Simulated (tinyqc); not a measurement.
MP2 on RHF in the sto-3g basis, for H2O, spin multiplicity 1, step by step (part 2 of 2). Computed by tinyqc, a small Python program that keeps every step (integrals from PySCF). Command: `OMP_NUM_THREADS=1 python tinyqc.py 21774 21775 out.jsonl` (the two numbers bound the seeds that draw the settings). One thread of a shared host (Intel(R) Xeon(R) Processor @ 2.60GHz), about 0.1 s of CPU time with the checks.

Geometry (angstrom):
```
atom         x          y         z
O     0.000000   0.000000  0.000000
H     0.000000   0.696000  0.661000
H     0.000000  -0.696000  0.661000
```

## Second-order Moller-Plesset energy

orbital energies (hartree): MO1 -20.254904, MO2 -1.280164, MO3 -0.594928, MO4 -0.479544, MO5 -0.398343, MO6 0.618103, MO7 0.709571

Two-electron integrals over orbitals (pq|rs), unique and non-zero (hartree):
```
(11|11) 4.744761    (21|11) -0.414725   (21|21) 0.057746    (22|11) 1.002895
(22|21) -0.012477   (22|22) 0.732080    (31|31) 0.011558    (32|31) 0.018230
(32|32) 0.143019    (33|11) 0.810930    (33|21) -0.004476   (33|22) 0.651308
(33|33) 0.638041    (41|11) 0.196557    (41|21) -0.024042   (41|22) 0.016942
(41|33) 0.006885    (41|41) 0.028040    (42|11) -0.138165   (42|21) 0.009722
(42|22) 0.004887    (42|33) 0.005261    (42|41) 0.016939    (42|42) 0.122206
(43|31) -0.004195   (43|32) 0.017043    (43|43) 0.049218    (44|11) 0.982876
(44|21) -0.013623   (44|22) 0.666613    (44|33) 0.599102    (44|41) -0.010522
(44|42) -0.102239   (44|44) 0.766034    (51|51) 0.026035    (52|51) 0.032302
(52|52) 0.143436    (53|53) 0.029349    (54|51) -0.014395   (54|52) -0.050118
(54|54) 0.057212    (55|11) 1.115339    (55|21) -0.011633   (55|22) 0.746434
(55|33) 0.634099    (55|41) 0.005508    (55|42) -0.073984   (55|44) 0.720587
(55|55) 0.880159    (61|11) -0.227815   (61|21) 0.034684    (61|22) 0.000993
(61|33) 0.000773    (61|41) -0.000476   (61|42) 0.021008    (61|44) -0.020069
(61|55) -0.005914   (61|61) 0.031690    (62|11) 0.306590    (62|21) -0.006000
(62|22) 0.145311    (62|33) 0.081918    (62|41) 0.019045    (62|42) 0.018721
(62|44) 0.079942    (62|55) 0.157619    (62|61) 0.008805    (62|62) 0.103992
(63|31) 0.003759    (63|32) -0.030785   (63|43) -0.026674   (63|63) 0.062963
(64|11) 0.230395    (64|21) -0.002791   (64|22) 0.094780    (64|33) 0.046273
(64|41) 0.000305    (64|42) -0.045304   (64|44) 0.127878    (64|55) 0.122705
(64|61) -0.002232   (64|62) 0.057872    (64|64) 0.077530    (65|51) 0.015016
(65|52) 0.056730    (65|54) -0.001274   (65|65) 0.038228    (66|11) 0.826878
(66|21) -0.007075   (66|22) 0.626844    (66|33) 0.577784    (66|41) 0.021111
(66|42) 0.054411    (66|44) 0.557845    (66|55) 0.599528    (66|61) 0.009542
(66|62) 0.103724    (66|64) 0.045645    (66|66) 0.608643    (71|31) 0.015168
(71|32) 0.022360    (71|43) -0.005664   (71|63) 0.004368    (71|71) 0.019958
(72|31) 0.013713    (72|32) 0.037577    (72|43) -0.037674   (72|63) 0.036078
(72|71) 0.017098    (72|72) 0.061005    (73|11) 0.357744    (73|21) -0.007555
(73|22) 0.130718    (73|33) 0.089737    (73|41) -0.000891   (73|42) -0.083427
(73|44) 0.151485    (73|55) 0.187184    (73|61) -0.007330   (73|62) 0.075092
(73|64) 0.085833    (73|66) 0.038664    (73|73) 0.156283    (74|31) -0.010280
(74|32) -0.080745   (74|43) 0.000850    (74|63) 0.042567    (74|71) -0.013264
(74|72) -0.014483   (74|74) 0.073200    (75|53) 0.023441    (75|75) 0.023329
(76|31) 0.008728    (76|32) 0.093214    (76|43) 0.047538    (76|63) -0.055414
(76|71) 0.010851    (76|72) -0.013957   (76|74) -0.059310   (76|76) 0.109382
(77|11) 0.847453    (77|21) -0.008648   (77|22) 0.620892    (77|33) 0.611087
(77|41) 0.004637    (77|42) -0.008623   (77|44) 0.599173    (77|55) 0.616374
(77|61) -0.004124   (77|62) 0.066296    (77|64) 0.038411    (77|66) 0.571570
(77|73) 0.080327    (77|77) 0.614400
```

Hartree-Fock energy = -74.96089992 hartree

E2 = sum_ijab (ia|jb) [2 (ia|jb) - (ib|ja)] / (e_i + e_j - e_a - e_b) over occupied i, j and virtual a, b; the opposite-spin part is (ia|jb)^2 / denominator, the rest is same-spin, and SCS-MP2 scales them by 6/5 and 1/3.

Terms:
```
i  j  a  b    (ia|jb)    (ib|ja)  denominator       term
3  3  7  7   0.156283   0.156283    -2.608998  -0.009362
4  3  6  7   0.085833   0.042567    -2.402145  -0.004613
3  4  7  6   0.085833   0.042567    -2.402145  -0.004613
2  2  6  6   0.103992   0.103992    -3.796534  -0.002848
4  4  6  6   0.077530   0.077530    -2.195293  -0.002738
3  2  7  6   0.075092   0.036078    -3.202766  -0.002675
2  3  6  7   0.075092   0.036078    -3.202766  -0.002675
4  4  7  7   0.073200   0.073200    -2.378229  -0.002253
3  3  6  6   0.062963   0.062963    -2.426061  -0.001634
2  4  6  6   0.057872   0.057872    -2.995913  -0.001118
4  2  6  6   0.057872   0.057872    -2.995913  -0.001118
2  2  7  7   0.061005   0.061005    -3.979470  -0.000935
5  5  6  6   0.038228   0.038228    -2.032891  -0.000719
5  5  7  7   0.023329   0.023329    -2.215828  -0.000246
2  4  7  7  -0.014483  -0.014483    -3.178850  -0.000066
4  2  7  7  -0.014483  -0.014483    -3.178850  -0.000066
2  3  7  6   0.036078   0.075092    -3.202766   0.000033
3  2  6  7   0.036078   0.075092    -3.202766   0.000033
1  1  6  6   0.031690   0.031690   -41.746013  -0.000024
1  2  7  7   0.017098   0.017098   -22.954210  -0.000013
2  1  7  7   0.017098   0.017098   -22.954210  -0.000013
4  3  7  6   0.042567   0.085833    -2.402145   0.000012
3  4  6  7   0.042567   0.085833    -2.402145   0.000012
1  1  7  7   0.019958   0.019958   -41.928950  -0.000009
1  4  7  7  -0.013264  -0.013264   -22.153590  -0.000008
4  1  7  7  -0.013264  -0.013264   -22.153590  -0.000008
3  1  7  6  -0.007330   0.004368   -22.177505  -0.000006
1  3  6  7  -0.007330   0.004368   -22.177505  -0.000006
1  2  6  6   0.008805   0.008805   -22.771274  -3.40e-06
2  1  6  6   0.008805   0.008805   -22.771274  -3.40e-06
3  1  6  7   0.004368  -0.007330   -22.177505  -3.16e-06
1  3  7  6   0.004368  -0.007330   -22.177505  -3.16e-06
4  1  6  6  -0.002232  -0.002232   -21.970653  -2.27e-07
1  4  6  6  -0.002232  -0.002232   -21.970653  -2.27e-07
```

Pair energies (hartree; pair i-j sums ij and ji):
```
pair  opposite spin  same spin
1-1       -0.000034   0.000000
2-1       -0.000032   0.000000
2-2       -0.003784   0.000000
3-1       -0.000007  -0.000012
3-2       -0.004334  -0.000950
3-3       -0.010996   0.000000
4-1       -0.000016   0.000000
4-2       -0.002368   0.000000
4-3       -0.007643  -0.001559
4-4       -0.004991   0.000000
5-5       -0.000964   0.000000
```

MP2 correlation energy = -0.03768946 hartree

SCS-MP2 correlation energy = -0.04304212 hartree

MP2 total energy = -74.99858938 hartree
